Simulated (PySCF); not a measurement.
# fluoroacetonitrile (C₂H₂FN): geometry, NMR shifts, spin-spin couplings, electronic excitations and core binding energies, part 2 of 2

PySCF 2.14.0. Atoms count from 0. Earlier steps stand in the parts before.

### 6 Shielding tensors: KT3/pcSseg-2

What the job is given:

```
{"job": {"kind": "nmr", "xc": "KT3", "basis": "pcSseg-2", "pop": false}, "charge": 0, "multiplicity": 1}
N      1.381479    -0.518050    -1.551496
C      0.634446    -0.253433    -0.710020
C     -0.311532     0.079564     0.359268
F     -0.597508     1.408275     0.369231
H      0.130240    -0.215392     1.326187
H     -1.237129    -0.500960     0.206784
```

Method: GIAO KT3/pcSseg-2 NMR shielding, non-relativistic, gas phase.

What it wrote:

```text
coarse grid: 5560 points
cycle   1  E = -235.2046597408  dE =  4.393e-01  |g| = 7.177e-01  |ddm| = 1.703e+00
cycle   2  E = -234.6945204244  dE =  5.101e-01  |g| = 1.717e+00  |ddm| = 1.644e+00
cycle   3  E = -235.2681962219  dE = -5.737e-01  |g| = 3.522e-01  |ddm| = 1.276e+00
cycle   4  E = -235.2936048760  dE = -2.541e-02  |g| = 1.065e-01  |ddm| = 2.380e-01
cycle   5  E = -235.2956640302  dE = -2.059e-03  |g| = 2.933e-02  |ddm| = 8.496e-02
cycle   6  E = -235.2958636842  dE = -1.997e-04  |g| = 3.899e-03  |ddm| = 2.886e-02
cycle   7  E = -235.2958671258  dE = -3.442e-06  |g| = 5.847e-04  |ddm| = 3.874e-03
final grid: 55760 points
cycle   8  E = -235.2999978598  dE = -2.399e-04  |g| = 1.845e-02  |ddm| = 1.380e-01
cycle   9  E = -235.2998644587  dE =  1.334e-04  |g| = 3.408e-02  |ddm| = 2.807e-02
cycle  10  E = -235.3000413907  dE = -1.769e-04  |g| = 4.259e-03  |ddm| = 2.008e-02
cycle  11  E = -235.3000449241  dE = -3.533e-06  |g| = 1.652e-03  |ddm| = 2.720e-03
cycle  12  E = -235.3000454683  dE = -5.442e-07  |g| = 2.699e-04  |ddm| = 8.585e-04
cycle  13  E = -235.3000454844  dE = -1.611e-08  |g| = 7.129e-05  |ddm| = 2.040e-04
cycle  14  E = -235.3000454856  dE = -1.148e-09  |g| = 1.058e-05  |ddm| = 5.184e-05
cycle  15  E = -235.3000454856  dE = -2.115e-11  |g| = 1.806e-06  |ddm| = 7.201e-06
converged SCF energy = -235.3000454856

GIAO shielding tensors (ppm)
atom      isotropic    diamagn.    paramagn.     s11        s22        s33       span
  0 N      -33.194     331.722    -364.916   -195.708   -173.742    269.866    465.574
  1 C       69.965     262.876    -192.911    -40.624    -39.519    290.037    330.661
  2 C      112.312     239.016    -126.704     82.649     86.363    167.924     85.276
  3 F      413.293     467.417     -54.124    379.884    399.403    460.591     80.707
  4 H       26.447      28.220      -1.773     22.701     26.497     30.144      7.444
  5 H       26.451      28.219      -1.768     22.705     26.496     30.151      7.446
```

Wall time 18 s (1 thread, shared host).

This run: δ C1 111.3, C2 69.0, N0 291.9, F3 -266.4, H4 4.91 ppm (means over like atoms).

### 7 Core holes by ΔSCF: SCAN, X2C

Same as in step 6 but for these lines:

```diff
@@ -1,2 +1,2 @@
-{"job": {"kind": "nmr", "xc": "KT3", "basis": "pcSseg-2", "pop": false}, "charge": 0, "multiplicity": 1}
+{"job": {"kind": "xps"}, "charge": 0, "multiplicity": 1}
 N      1.381479    -0.518050    -1.551496
```

Method: delta-SCF UKS SCAN, pcX-2 on the ionised atom, pcseg-1 elsewhere, spin-free X2C.

What it wrote:

```text
ground state, core basis on atom 0 (N), 97 functions
  cycle   1  E = -231.95641386  |g| = 5.39e-01
  cycle   2  E = -231.66086313  |g| = 1.29e+00
  cycle   3  E = -232.00108329  |g| = 2.45e-01
  cycle   4  E = -232.01302793  |g| = 6.35e-02
  cycle   5  E = -232.01369716  |g| = 1.73e-02
  cycle   6  E = -232.01375837  |g| = 3.59e-03
  cycle   7  E = -232.01376124  |g| = 9.48e-04
  cycle   8  E = -232.01376090  |g| = 3.65e-04
  E(ground) = -232.01358049 Eh
hole in N 1s of atom 0
  cycle   1  E = -216.40092835  |g| = 1.84e+00
  cycle   2  E = -214.80291814  |g| = 2.47e+00
  cycle   3  E = -216.84233723  |g| = 7.87e-01
  cycle   4  E = -217.04616975  |g| = 3.61e-01
  cycle   5  E = -217.07797473  |g| = 1.60e-01
  cycle   6  E = -217.08833475  |g| = 4.29e-02
  cycle   7  E = -217.08909592  |g| = 2.25e-02
  cycle   8  E = -217.08939995  |g| = 9.65e-03
  cycle   9  E = -217.08951829  |g| = 4.36e-03
  cycle  10  E = -217.08956412  |g| = 1.66e-03
  cycle  11  E = -217.08956631  |g| = 3.58e-04
  E(ion) = -217.08944950 Eh   <S^2> = 0.8214   hole on atom = 1.000   binding energy = 406.106 eV
ground state, core basis on atom 1 (C), 97 functions
  cycle   1  E = -232.00498921  |g| = 5.81e-02
  cycle   2  E = -232.00470593  |g| = 4.01e-02
  cycle   3  E = -232.00413019  |g| = 6.41e-02
  cycle   4  E = -232.00505165  |g| = 6.81e-03
  cycle   5  E = -232.00506048  |g| = 1.06e-03
  cycle   6  E = -232.00506187  |g| = 2.91e-04
  E(ground) = -232.00852630 Eh
hole in C 1s of atom 1
  cycle   1  E = -220.70267986  |g| = 1.50e+00
  cycle   2  E = -219.61256525  |g| = 2.07e+00
  cycle   3  E = -220.78430725  |g| = 1.05e+00
  cycle   4  E = -221.18353606  |g| = 3.08e-01
  cycle   5  E = -221.22076663  |g| = 1.69e-01
  cycle   6  E = -221.23336915  |g| = 4.77e-02
  cycle   7  E = -221.23419556  |g| = 1.69e-02
  cycle   8  E = -221.23444730  |g| = 7.24e-03
  cycle   9  E = -221.23456293  |g| = 4.68e-03
  cycle  10  E = -221.23465499  |g| = 2.08e-03
  cycle  11  E = -221.23467183  |g| = 7.86e-04
  cycle  12  E = -221.23467324  |g| = 4.07e-04
  E(ion) = -221.23603490 Eh   <S^2> = 0.8317   hole on atom = 1.000   binding energy = 293.134 eV
ground state, core basis on atom 2 (C), 97 functions
  cycle   1  E = -232.00467016  |g| = 6.22e-02
  cycle   2  E = -232.00375553  |g| = 7.05e-02
  cycle   3  E = -232.00405694  |g| = 5.84e-02
  cycle   4  E = -232.00480402  |g| = 1.36e-02
  cycle   5  E = -232.00483765  |g| = 1.57e-03
  cycle   6  E = -232.00483834  |g| = 3.40e-04
  E(ground) = -232.00565170 Eh
hole in C 1s of atom 2
  cycle   1  E = -220.61541723  |g| = 1.49e+00
  cycle   2  E = -218.71291248  |g| = 2.47e+00
  cycle   3  E = -220.66973771  |g| = 1.01e+00
  cycle   4  E = -220.96940540  |g| = 6.33e-01
  cycle   5  E = -221.14196537  |g| = 1.36e-01
  cycle   6  E = -221.14986175  |g| = 4.81e-02
  cycle   7  E = -221.15060360  |g| = 2.19e-02
  cycle   8  E = -221.15077548  |g| = 4.91e-03
  cycle   9  E = -221.15079840  |g| = 2.20e-03
  cycle  10  E = -221.15080810  |g| = 1.13e-03
  cycle  11  E = -221.15081175  |g| = 5.13e-04
  cycle  12  E = -221.15081216  |g| = 3.15e-04
  E(ion) = -221.15193652 Eh   <S^2> = 0.7725   hole on atom = 1.000   binding energy = 295.345 eV
ground state, core basis on atom 3 (F), 97 functions
  cycle   1  E = -232.04564851  |g| = 1.17e-01
  cycle   2  E = -232.04530753  |g| = 6.17e-02
  cycle   3  E = -232.04526787  |g| = 6.43e-02
  cycle   4  E = -232.04581384  |g| = 1.15e-02
  cycle   5  E = -232.04584223  |g| = 2.56e-03
  cycle   6  E = -232.04584332  |g| = 2.90e-04
  E(ground) = -232.04871965 Eh
hole in F 1s of atom 3
  cycle   1  E = -205.66280086  |g| = 2.58e+00
  cycle   2  E = -205.06962239  |g| = 2.36e+00
  cycle   3  E = -206.04957466  |g| = 1.01e+00
  cycle   4  E = -206.20891190  |g| = 8.25e-01
  cycle   5  E = -206.52285475  |g| = 2.02e-01
  cycle   6  E = -206.54138572  |g| = 5.28e-02
  cycle   7  E = -206.54271160  |g| = 7.46e-03
  cycle   8  E = -206.54273363  |g| = 2.68e-03
  cycle   9  E = -206.54273794  |g| = 9.86e-04
  cycle  10  E = -206.54273750  |g| = 2.07e-04
  E(ion) = -206.55161437 Eh   <S^2> = 0.7573   hole on atom = 1.000   binding energy = 693.812 eV
```

Wall time 22 s (1 thread, shared host).

The holes in one table. −ε is the ground-state orbital energy:

```tsv
hole	stands for	environment	ΔSCF (eV)	−ε (eV)	⟨S²⟩
N1s on N0	N0	nitrile nitrogen	406.11	386.7	0.821
C1s on C1	C1	nitrile carbon	293.13	275.2	0.832
C1s on C2	C2	sp3 CH2 bonded to F, α to a nitrile	295.34	277.6	0.772
F1s on F3	F3	fluorine on an sp3 carbon	693.81	667.5	0.757
```

### 8 Comparing the runs: NMR shifts

Shifts (ppm), means over like atoms, with basis size and wall time (the measured row can stand on another reference than the computed rows):

```tsv
run	C1	C2	H4	N0	F3	functions	time
PBE0/pcSseg-1	119.7	67.2	4.85	322.9	-258.9	78	6 s
KT3/pcSseg-2	111.3	69.0	4.91	291.9	-266.4	172	18 s
measured	–	–	–	–	-251.0	–	–
```

Measured: University of Colorado NMR facility, 19F NMR Reference Standards.

### 9 Outcome

The summary covers parts 1 to 2.

| quantity | value |
| --- | --- |
| point group | Cs |
| rotational constants (main isotopes) | 37.06, 4.79, 4.36 GHz |
| ¹³C shifts against TMS (PBE0/pcSseg-1) | 119.7, 67.2 ppm |
| ¹H shifts against TMS (PBE0/pcSseg-1, means over atoms taken as alike) | 4.85 ppm |
| ¹⁵N shifts against NH3 (PBE0/pcSseg-1) | 322.9 ppm |
| ¹⁹F shifts against CFCl3 (PBE0/pcSseg-1) | -258.9 ppm |
| measured, and computed on the same scale | F3 δ -251.0, -258.9 ppm |
| largest coupling of the table (B3LYP/pcJ-1) | ¹J(C,F) C2–F3, -258.2 Hz |
| lowest singlet (PBE0/def2-SVPD) | 7.09 eV (175 nm), f = 0.000 |
| brightest single state of those computed | state 8, 9.51 eV, f = 0.046 |
| lowest triplet | 6.03 eV |
| vertical ionisation energy (ΔSCF) | 12.54 eV |
| C1s binding energies, SCAN/pcX-2 | C2 295.34, C1 293.13 eV |
| N1s binding energies, SCAN/pcX-2 | N0 406.11 eV |
| F1s binding energies, SCAN/pcX-2 | F3 693.81 eV |
| range of the shift of N0 | 291.9 to 322.9 ppm |

In words: The optimisation took 5 steps and gained 0.024 eV; among the close pairs (by a distance rule), C2–H4 changed most, from 1.093 to 1.103 Å. No frequency check was run at this level, so the end point may be a saddle. The most deshielded carbon is C1 (nitrile carbon), at 119.7 ppm: this is the usual window of a C≡N carbon, which has no attached hydrogen. At PBE0/pcSseg-1: Shielding is most anisotropic at N0 (span 505 ppm, paramagnetic term -395 ppm). The one measured ¹⁹F shift is missed by -7.9 ppm (computed less measured, unscaled). Vibration, temperature and solvent are missing from the calculation, so part of the miss against the measured shifts is not the functional's. Of the pairs tabulated at B3LYP/pcJ-1, C2–F3 couples most strongly (-258.2 Hz; Fermi contact -301.5 Hz). The one measured coupling, C2–H4, differs from the computed size by 3.0 Hz; vibrational averaging and surroundings are not included. The first singlet state (HOMO→LUMO 0.93) lies at 7.09 eV and is dark; of the 10 states computed, the strongest absorption comes from state 8 at 9.51 eV. The lowest triplet lies 1.06 eV below the lowest singlet (triplets in Tamm-Dancoff, singlets in full TDDFT). The orbital energy would give 9.94 eV for ionisation, ΔSCF gives 12.54 eV. The C1s levels kept as sound span 2.21 eV, from C1 (nitrile carbon) up to C2 (sp3 CH2 bonded to F, α to a nitrile). Across the 2 runs the shift of N0 moves most, between 291.9 (KT3/pcSseg-2) and 322.9 ppm (PBE0/pcSseg-1).
